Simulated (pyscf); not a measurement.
Single points on ωB97X-D3(BJ)/def2-SVP structures (PySCF, gas phase). Correlated levels are frozen-core, on RHF or UHF. ΔMP2 is the change of the MP2 total energy from the triple- to the quadruple-zeta basis.

Task: For `[B][OH]` [singlet] + `[FH]` -> `[OH][BH][F]`, an insertion (singlet surface; F–H broken, B–H, B–F formed), PBE/def2-TZVP gives ΔE‡ = -2.1 kcal/mol and ΔE = -96.8 kcal/mol (zero: the separated reactants). In which direction and how far do r²SCAN/def2-TZVP, B3LYP-D3(BJ)/def2-TZVP, CCSD(T)/def2-TZVPP + ΔMP2(QZVPP) move these?

Result: r²SCAN: ΔE‡ = 0.4 kcal/mol, ΔE = -100.1 kcal/mol; B3LYP-D3(BJ): ΔE‡ = 5.2 kcal/mol, ΔE = -96.4 kcal/mol; CCSD(T): ΔE‡ = 12.8 kcal/mol, ΔE = -91.0 kcal/mol. PBE's barrier lies under all of them, by 2.5 to 14.9 kcal/mol. Its reaction energy lies among theirs. Low barriers are usual for a GGA, whose delocalisation error favours stretched bonds. On the reactant side the descent ends in a bound adduct, 9.6 kcal/mol under the separated species and 17.2 kcal/mol under the saddle at ωB97X-D3(BJ)/def2-TZVP. At PBE the saddle lies under the separated reactants, which points to a path from their complex (located at ωB97X-D3(BJ) alone). At ωB97X-D3(BJ)/def2-TZVP the barrier from the zero used here is 7.6 kcal/mol. B–OH [singlet] lies 44.5 kcal/mol over its isomer HB=O (electronic energy, ωB97M-D3(BJ)/def2-TZVP). One saddle was located; it need not be the lowest between these sides. The CCSD(T) − MP2 part came from Ansatz, without density fitting, on the same reference.
